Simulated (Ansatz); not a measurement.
Reaction (SMILES): S (H2S) + H+ → [SH3+]
B3LYP-D3(BJ)/def2-TZVP geometries, fixed; electronic energies without zero-point terms; positive where energy is released.
Largest species:
```xyz
4

S      0.1049    -0.0008     0.0446
H     -0.3243     0.9941    -0.7736
H     -0.3450    -0.9973    -0.7604
H     -1.0094     0.0159     0.8202
```
Charge +1, spin multiplicity 1.

Effect of a fitting basis named in the input at PBE0/def2-TZVPP with Ansatz (a program for electronic structure), against the last row, where the proton affinity is 175.80 kcal/mol. The default fits or decomposes integrals by the program's own choice; accuracy: high also tightens integrals, grids and stops.

```json
[
 {"setting": "fitting: def2-SV(P)-JKFIT", "largest shift of a total energy (mEh)": "-0.028", "shift of the proton affinity (kcal/mol)": "0.007"},
 {"setting": "fitting: def2-universal-JKFIT", "largest shift of a total energy (mEh)": "-0.028", "shift of the proton affinity (kcal/mol)": "0.007"},
 {"setting": "fitting: cc-pVTZ-JKFIT", "largest shift of a total energy (mEh)": "-0.016", "shift of the proton affinity (kcal/mol)": "0.006"},
 {"setting": "fitting: cc-pVQZ-JKFIT", "largest shift of a total energy (mEh)": "0.004", "shift of the proton affinity (kcal/mol)": "-0.002"},
 {"setting": "fitting: cc-pV5Z-JKFIT", "largest shift of a total energy (mEh)": "0.005", "shift of the proton affinity (kcal/mol)": "-0.002"},
 {"setting": "accuracy: high", "largest shift of a total energy (mEh)": "-0.003", "shift of the proton affinity (kcal/mol)": "0.000"},
 {"setting": "accuracy: medium (default)", "largest shift of a total energy (mEh)": "0.000", "shift of the proton affinity (kcal/mol)": "0.000"}
]
```

Within 0.02 kcal/mol in the proton affinity: fitting: def2-SV(P)-JKFIT; fitting: def2-universal-JKFIT; fitting: cc-pVTZ-JKFIT; fitting: cc-pVQZ-JKFIT; fitting: cc-pV5Z-JKFIT; accuracy: high. The largest shift is 0.028 mEh in a total energy and 0.007 kcal/mol in the difference.
